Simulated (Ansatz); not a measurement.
## Structure relaxation of H₃Rh

These are results of DFT PBE, scalar-relativistic, plane waves, PAW (Ansatz), not measurements. Cutoff 420 eV, Γ-centred k mesh, Gaussian smearing, no spin polarisation in the final step.

The start puts H₃Rh on the TiAl3 (D0_22) structure type (I4/mmm, No. 139), with Rh in place of Ti, H in place of Al, at a guessed volume.

```
CELL_PARAMETERS angstrom
-1.51667 1.51667 3.38790
1.51667 -1.51667 3.38790
1.51667 1.51667 -3.38790
ATOMIC_POSITIONS crystal
H 0.50000 0.50000 0.00000
H 0.25000 0.75000 0.50000
H 0.75000 0.25000 0.50000
Rh 0.00000 0.00000 0.00000
```

Cell and atoms relax at zero pressure; the relaxation can't lower the symmetry of the start. After a coarse first stage the cell is made exact in the group found at 0.06 Å.

The zero of energy is the elements' standard structures at the same level (H₂ as a molecule); no fitted shifts are applied.

Problem. Describe the relaxed structure.

Solution. It keeps I4/mmm (No. 139). The result has the TiAl3 (D0_22) structure. Conventional cell: a = 2.806 Å, c = 5.853 Å. H on Wyckoff site b (1 atom of the primitive cell) is coordinated by 4 Rh at 1.98 Å and 8 H at 2.03 Å; H on Wyckoff site d (2 atoms of the primitive cell) is coordinated by 8 H at 1.98–2.03 Å and 4 Rh at 2.03 Å; Rh has 12 H at 1.98–2.03 Å.

```xyz
4
Lattice="-1.4030 1.4030 2.9266 1.4030 -1.4030 2.9266 1.4030 1.4030 -2.9266" Properties=species:S:1:pos:R:3 pbc="T T T"
H     0.0000    0.0000    2.9266
H     1.4030    0.0000    1.4633
H     0.0000    1.4030    1.4633
Rh    0.0000    0.0000    0.0000
```

Problem. What are its volume, energy, density and gap?

Solution. The volume per atom is 5.76 Å³. The density is 7.63 g/cm³ and the energy over the elements is 0.36 eV/atom. The gap on the 22×22×22 mesh is 0 eV (a metal).

The final run used a 22×22×22 mesh on its 4-atom cell and 0.10 eV smearing. The k mesh leaves about 4 meV/atom of noise in metals. A structure relaxed within its symmetry needn't be a true minimum.

Cost: 3 runs of about 1.4 core-minutes in all, on Arm Neoverse V1 (shared hosts).